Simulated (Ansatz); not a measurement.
# C3H7NO2: a ladder of functionals and wavefunction methods

An exercise on one series of results from a longer session: the logs are not shown, and one member is left open.

The runs use Ansatz 0.2.0, Gaussian basis; functionals in def2-TZVPP, the program's frozen cores in correlated methods.

Levels to be run: PBE-D4, r2SCAN-D4, PBE0-D4, B3LYP-D4, ωB97X-V, ωB97M-V, B2PLYP; CCSD(T)/def2-TZVPP; MP2/def2-QZVPP; extrapolation to the limit.

## The geometry

The geometry comes from an earlier relaxation with PBE0-D4 in a triple-zeta def2 set; it is a stationary point, not always the lowest conformer.

SMILES `CC1(N)OCO1`, 13 atoms, charge 0, spin multiplicity 1.

Atoms are counted from 1 here; the program's logs count them from 0.

Bond lengths: C1–C2 1.508 Å, C1–H7 1.090 Å, C1–H8 1.092 Å, C1–H9 1.089 Å, C2–N3 1.397 Å, C2–O4 1.455 Å, C2–O6 1.431 Å, N3–H10 1.010 Å, N3–H11 1.009 Å, O4–C5 1.409 Å, C5–O6 1.413 Å, C5–H12 1.099 Å, C5–H13 1.097 Å. Angles: C2–C1–H7 109.9°, C2–C1–H8 110.3°, C2–C1–H9 109.6°, H7–C1–H8 109.3°, H7–C1–H9 109.3°, H8–C1–H9 108.5°, C1–C2–N3 111.8°, C1–C2–O4 111.6°, C1–C2–O6 113.4°, N3–C2–O4 116.2°, N3–C2–O6 111.6°, O4–C2–O6 90.7°, C2–N3–H10 112.4°, C2–N3–H11 113.4°, H10–N3–H11 111.2°, C2–O4–C5 87.2°, O4–C5–O6 93.4°, O4–C5–H12 112.8° and more.

Set-up of the first run:

Contents of in.yaml:

```yaml
crystal:
  periodic: [false, false, false]
  atoms:
    - {symbol: C, position_ang: [-0.836067, -1.069799, 0.601493]}
    - {symbol: C, position_ang: [0.205966, -0.188294, -0.040391]}
    - {symbol: N, position_ang: [1.286578, -0.930495, -0.523618]}
    - {symbol: O, position_ang: [-0.392023, 0.757185, -0.970331]}
    - {symbol: C, position_ang: [-0.081460, 1.766331, -0.037762]}
    - {symbol: O, position_ang: [0.638749, 0.885361, 0.800689]}
    - {symbol: H, position_ang: [-0.386811, -1.644607, 1.411799]}
    - {symbol: H, position_ang: [-1.258609, -1.754973, -0.136687]}
    - {symbol: H, position_ang: [-1.640643, -0.453561, 1.000433]}
    - {symbol: H, position_ang: [1.907369, -0.377303, -1.097138]}
    - {symbol: H, position_ang: [1.011903, -1.778608, -0.995718]}
    - {symbol: H, position_ang: [-0.972893, 2.182069, 0.453307]}
    - {symbol: H, position_ang: [0.538442, 2.571692, -0.451176]}
basis:
  gaussian: {orbitals: def2-TZVPP}
hamiltonian: {xc: pbe, dispersion: d4}
output: {forces: true, orbitals: {seedname: orbitals}}
```

The run is started by

```bash
$ ansatz run in.yaml --threads 4 --pin off --events-out ev --progress --plain --max-ram 10444MiB
```

Among the steps run: PBE-D4 (GGA); r2SCAN-D4 (meta-GGA); PBE0-D4 (hybrid); B3LYP-D4 (hybrid); ωB97X-V (range-separated); ωB97M-V (range-separated); B2PLYP (double hybrid); CCSD(T) in def2-TZVPP; MP2 in def2-QZVPP.

One table of the session follows, with a row left open; its other results are not shown here.

| method | atomisation energy (kJ/mol) |
| --- | --- |
| PBE-D4 | 5330.3 |
| r2SCAN-D4 | 5166.3 |
| PBE0-D4 | 5191.9 |
| B3LYP-D4 | ? |
| ωB97X-V | 5181.6 |
| ωB97M-V | 5183.6 |
| B2PLYP | 5098.6 |
| HF/def2-TZVPP | 3535.7 |
| MP2/def2-TZVPP | 5125.1 |
| CCSD/def2-TZVPP | 4917.2 |
| CCSD(T)/def2-TZVPP | 5009.9 |
| MP2/CBS | 5270.1 |
| CCSD(T)/CBS | 5154.9 |

Estimate the missing values for B3LYP-D4.

**Answer.** atomisation energy (kJ/mol): 5151.9. In the column «atomisation energy (kJ/mol)» it lies between MP2/def2-TZVPP (5125.1) and CCSD(T)/CBS (5154.9).
